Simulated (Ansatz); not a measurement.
A nudged elastic band was laid between two geometries of C₂H₄FN (8 atoms, charge 0, multiplicity 1).

Method: RKS B3LYP/def2-SVP in Ansatz.

* movable images: 9
* climbing image: yes
* spring: 5.0 eV/Å²
* optimiser: quadratic models (default)
* start path: through a guess of the saddle point
* force threshold: 0.03 eV/Å
* iteration limit: 60
* end points: relaxed

Image 0:

```xyz
8
Properties=species:S:1:pos:R:3
C -0.249 0.734 -0.291
C 0.497 -0.434 0.285
N 0.168 -1.631 0.458
F 1.733 -0.060 0.665
H -1.263 0.452 -0.602
H -0.307 1.543 0.455
H 0.300 1.135 -1.158
H -0.787 -1.796 0.133
```

Image 10:

```xyz
8
Properties=species:S:1:pos:R:3
C -0.253 0.735 -0.285
C 0.367 -0.417 0.449
N 0.341 -1.654 0.239
F 1.063 0.025 1.513
H -0.915 1.296 0.394
H 0.533 1.431 -0.617
H -0.830 0.395 -1.156
H -0.214 -1.868 -0.592
```

Q: What changes between the two ends?

A: No bond is made or broken. The dihedral H5–C1–C2–F4 goes from -180 to -58°. The two ends are copies of one structure, up to a mirror image or an exchange of like atoms.

Q: What energy profile does the band end with?

A: The forces met the threshold. The highest image is number 5 of 0 to 10, 0.065 eV above the ends, which have the same energy within 2 meV. A vibrational analysis at the climbing image gives one clearly imaginary mode, 160i cm⁻¹: a first-order saddle point.

| image | path coordinate (Å) | energy (eV) | dihedral H5–C1–C2–F4 (°) |
| --- | --- | --- | --- |
| 0 | 0.00 | 0.000 | -180 |
| 1 | 0.29 | 0.007 | -169 |
| 2 | 0.59 | 0.023 | -157 |
| 3 | 0.88 | 0.043 | -145 |
| 4 | 1.18 | 0.059 | -133 |
| 5 | 1.47 | 0.065 | -121 |
| 6 | 1.77 | 0.059 | -108 |
| 7 | 2.06 | 0.043 | -95 |
| 8 | 2.36 | 0.022 | -82 |
| 9 | 2.66 | 0.006 | -70 |
| 10 | 2.95 | 0.000 | -58 |

Q: What is the geometry of the highest image?

A: 
```xyz
8
Properties=species:S:1:pos:R:3:forces:R:3
C -0.258 0.746 -0.255 0.00 0.00 0.00
C 0.462 -0.416 0.382 -0.01 0.00 -0.01
N 0.276 -1.651 0.264 0.00 0.00 0.00
F 1.450 -0.007 1.196 0.00 0.00 0.00
H -1.326 0.725 0.012 0.00 0.00 0.00
H 0.171 1.701 0.075 0.00 0.00 0.00
H -0.185 0.684 -1.352 0.00 0.00 0.00
H -0.498 -1.839 -0.378 0.01 0.00 0.00
```

Q: What are the harmonic wavenumbers there?

A: 160i, 426, 557, 580, 874, 882, 1006, 1038, 1047, 1334, 1391, 1453, 1457, 1804, 3047, 3124, 3160, 3513 cm⁻¹.

The run took 2.5 min on 1 thread of Arm Neoverse V1, with other jobs on the host, peak memory 0.14 GiB.
